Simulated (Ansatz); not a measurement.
One crystal and one scan (energy against volume) at two levels, r2SCAN (plane waves to 500 eV, PAW, scalar-relativistic; Ansatz, a program for electronic structure) and PBE (plane waves to 420 eV, PAW, scalar-relativistic; Ansatz), each from its own relaxed cell and on its own mesh. The cell shown is that of r2SCAN.

GaAs (zinc blende)

```xyz
2
Lattice="0.0000 2.8328 2.8328 2.8328 0.0000 2.8328 2.8328 2.8328 0.0000" Properties=species:S:1:pos:R:3 pbc="T T T"
As     4.2492     4.2492     4.2492
Ga     0.0000     0.0000     0.0000
```

Equation-of-state scan: isotropic scaling of the cell above, V₀ being its volume. Symmetry pins the atoms to their sites.

Energies are smeared free energies. GaAs was relaxed with its symmetry unable to fall. The PAW data are Ansatz's earlier set. Percentages come from the unrounded values. Both scans cover V/V₀ from 0.900 to 1.100.

Results of r2SCAN:

| Quantity | Value |
|---|---|
| Lattice constant a (Å) | 5.666 |
| Pressure at the smallest volume (GPa) | 9.70 |
| Energy cost of the largest compression (meV/atom) | 62.5 |
| Energy cost of the largest expansion (meV/atom) | 42.9 |
| Bulk modulus B₀ (third-order Birch-Murnaghan fit) (GPa) | 72.3 |
| Pressure derivative B₀′ (fit) | 4.6 |
| Pressure for 5 % compression (fit) (GPa) | 4.2 |

### Question
What does PBE give for the same quantities?

### Answer
```
quantity                                                   PBE     r2SCAN − PBE
-------------------------------------------------------  -----  ---------------
Lattice constant a (Å)                                   5.746  -0.080 (-1.4 %)
Pressure at the smallest volume (GPa)                     8.19    +1.51 (+18 %)
Energy cost of the largest compression (meV/atom)         54.8     +7.7 (+14 %)
Energy cost of the largest expansion (meV/atom)           37.2     +5.7 (+15 %)
Bulk modulus B₀ (third-order Birch-Murnaghan fit) (GPa)   60.4    +11.9 (+20 %)
Pressure derivative B₀′ (fit)                              4.8      -0.2 (-3 %)
Pressure for 5 % compression (fit) (GPa)                   3.5     +0.7 (+19 %)
```

r2SCAN gives the higher value for: pressure at the smallest volume; energy cost of the largest compression; energy cost of the largest expansion; bulk modulus B₀; pressure for 5 % compression. r2SCAN gives the lower value for: lattice constant a. For the lattice constant a the reference is 5.64 Å (measured, corrected to the static lattice; as given in Daniel Mejia-Rodriguez, S. B. Trickey, Physical Review B (2018), arXiv:1807.09216): r2SCAN lies nearer. For the bulk modulus B₀ the reference is 76.7 GPa (measured, corrected to the static lattice; as given in Daniel Mejia-Rodriguez, S. B. Trickey, Physical Review B (2018), arXiv:1807.09216): r2SCAN lies nearer.  Neither level is exact: the differences show how much the result hangs on the functional.

(Under strain, the slope of the energy per volume gives the stress and its curvature an elastic modulus.)
